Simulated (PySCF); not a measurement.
Compound: C2H4Cl (doublet state).
Z-matrix (Å and degrees, GFN2-xTB geometry), rows numbered from 1:
```
C 
C   1  1.4264
Cl  2  1.9073  1  108.40
H   1  1.0740  2  120.44  3    83.49
H   1  1.0741  2  120.49  3   -84.04
H   2  1.0858  1  115.01  3   113.51
H   2  1.0858  1  114.92  3  -113.37
```

The hyperfine couplings belong to this conformer and change with its torsions.

As a line formula: `[CH2]CCl` [radical].

The calculation used PySCF, UKS B3LYP, pcH-1 on C Cl H, non-relativistic, mean-field spin-orbit, GIAO. Isolated species at its GFN2-xTB geometry, gas phase. The geometry wasn't refined by DFT: couplings that depend on bond lengths, twists or pyramidal angles can differ widely from those at the functional's own minimum.

**Question.** Match the computed a_iso(13C) values +82.7, -4.3 MHz with the sites C1; C2.

**Answer.** 
```
site  a_iso (MHz)  ρ(0) (bohr⁻³)                 position  distance from C1 (Å)  spin population  largest |T| (MHz)
  C1        +82.7        +0.0736  largest spin population                  0.00            +0.96              150.0
  C2         -4.3        -0.0038           1 bond from C1                  1.43            -0.08                6.2
```

**Question.** Match the computed a_iso(1H) values -56.2, +21.7 MHz (means over equivalent nuclei) with the sites H4/H5; H6/H7.

**Answer.** 
```
 site  a_iso (MHz)  ρ(0) (bohr⁻³)            position  distance from C1 (Å)  bound to  spin population there  largest |T| (MHz)
H4/H5        -56.2        -0.0126   α, 1 bond from C1                  1.07        C1                  +0.96               37.0
H6/H7        +21.7        +0.0049  β, 2 bonds from C1                  2.13        C2                  -0.08                8.7
```

ρ(0) is the spin density at the nucleus and T the dipolar tensor; a_iso includes a spin–orbit part; entries for several nuclei are means. The largest Mulliken spin populations are on C1 (+0.96), Cl3 (+0.18) and C2 (-0.08). The angles at C1 add up to 358.9°, so it is planar; its axial dipolar tensor and the negative couplings of its protons fit spin in a p orbital normal to that plane.

Nuclei that the bonding pattern makes equivalent are averaged, as if the motion that swaps them (rotation, inversion, ring flip) were fast.
